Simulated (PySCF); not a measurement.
Ionisation energies (eV) were calculated with PySCF 2.14 by LDA, PBE0, MP2 (valence), in another order, as differences of total energies without spin-orbit coupling. The measured values are between term centres (NIST).

```
                          species  measured       A       B       C
 Mg (x2c-QZVPPall, spin-free X2C)     7.646   7.551   7.733   7.258
Cl⁺ (x2c-QZVPPall, spin-free X2C)    23.771  23.823  23.964  23.471
 Ar (x2c-QZVPPall, spin-free X2C)    15.819  15.692  15.970  15.800
 Cr (x2c-QZVPPall, spin-free X2C)     6.767   7.050   7.592   6.511
 Fe (x2c-QZVPPall, spin-free X2C)     7.904   7.626   8.130   7.534
Br⁺ (x2c-QZVPPall, spin-free X2C)    21.409  21.384  21.663  21.049
 Rh (x2c-QZVPPall, spin-free X2C)     7.479   7.528   8.115   7.295
Sn⁺ (x2c-QZVPPall, spin-free X2C)    14.282  14.265  14.414  13.977
```

Which column is which method?

A is PBE0 (mean error -0.02 eV); B is LDA (mean error 0.31 eV); C is MP2 (valence) (mean error -0.27 eV). PBE0, with a quarter of exact exchange, lies close to experiment on average. LDA overbinds the outer electron and comes out highest. Valence MP2 in a finite basis recovers only part of the missing correlation, so it stays below experiment on average.
